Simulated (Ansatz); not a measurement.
# A basis-limit estimate, worked out

An elementary step of C$_{2}$H$_{7}$Al, singlet (C₂H₇Al ([CH3][AlH][CH3]) → C₂H₅Al ([CH2][Al][CH3]) + H₂; bonds formed: H2–H4; bonds broken: Al1–H2, C3–H4). “Start” is the structure reached by relaxing down from the saddle towards the reactants; PBE0-D4/def2-TZVP structures. The saddle:

```xyz
10
angstrom
Al 0.0838 0.4131 0.0494
H 0.9647 0.2258 -1.5161
C -1.3971 0.7065 -0.9953
H 0.0820 -0.0110 -1.6555
C 0.8798 -0.6537 1.4686
H -2.4504 0.5758 -0.7499
H -1.2695 1.3654 -1.8565
H 0.1347 -0.8885 2.2339
H 1.2622 -1.5961 1.0664
H 1.7099 -0.1374 1.9554
```

Computed with Ansatz 0.2.0 (basis: def2-TZVPP and def2-QZVPP); correlated methods freeze the cores.

Energies in eV:

| quantity | saddle | start |
| --- | --- | --- |
| Hartree–Fock, triple zeta (X = 3) | -8751.86824 | -8755.74278 |
| Hartree–Fock, quadruple zeta (X = 4) | -8752.18170 | -8756.04877 |
| MP2 correlation, X = 3 | -12.90470 | -12.15266 |
| MP2 correlation, X = 4 | -13.69235 | -12.92892 |
| CCSD(T) correlation, X = 3 | -14.51912 | -13.76114 |

**Question.** Work out the barrier at the basis limit: extrapolate Hartree–Fock as E(X) = E∞ + A exp(−7.88 √X) and the MP2 correlation as E(X) = E∞ + B X^−2.97 (the exponents that Neese and Valeev fitted for def2-TZVPP and QZVPP), then add CCSD(T) − MP2 in triple zeta.

**Answer.** Each step is linear, so take the differences first (saddle − start): Hartree–Fock 3.87454 (X = 3) and 3.86707 (X = 4); MP2 correlation -0.75204 and -0.76343; CCSD(T) correlation -0.75798.
Two points give E∞ = E(4) + w [E(4) − E(3)], with w = 1/(exp(7.88 (2 − √3)) − 1) = 0.1377 for Hartree–Fock and w = 1/((4/3)^2.97 − 1) = 0.7407 for the correlation.
Hartree–Fock: 3.86707 + 0.1377 × (-0.00747) = 3.8660 eV.
MP2 correlation: -0.76343 + 0.7407 × (-0.01139) = -0.7719 eV.
CCSD(T) − MP2: -0.75798 − (-0.75204) = -0.0059 eV.
Sum: 3.8660 + (-0.7719) + (-0.0059) = 3.0882 eV, or 71.22 kcal/mol. Plain CCSD(T) in triple zeta gives 3.1166 eV, so the larger basis shifts the result by -0.0284 eV.

T1 diagnostic: at most 0.015. The restricted Hartree–Fock reference is unstable towards an unrestricted one at one or more of these structures.

Labels in which every atom is bracketed show which atoms are joined, not bond orders.

For scale, one of the runs: CCSD(T)/def2-TZVPP, 202 basis functions, launched by `ansatz run in.yaml --threads 2 --pin off --events-out ev --progress --plain --max-ram 4352MiB`. The run took 53 s on 2 CPU threads of an Arm Neoverse V1 (shared host), with 2.4 GiB of host memory at its peak.
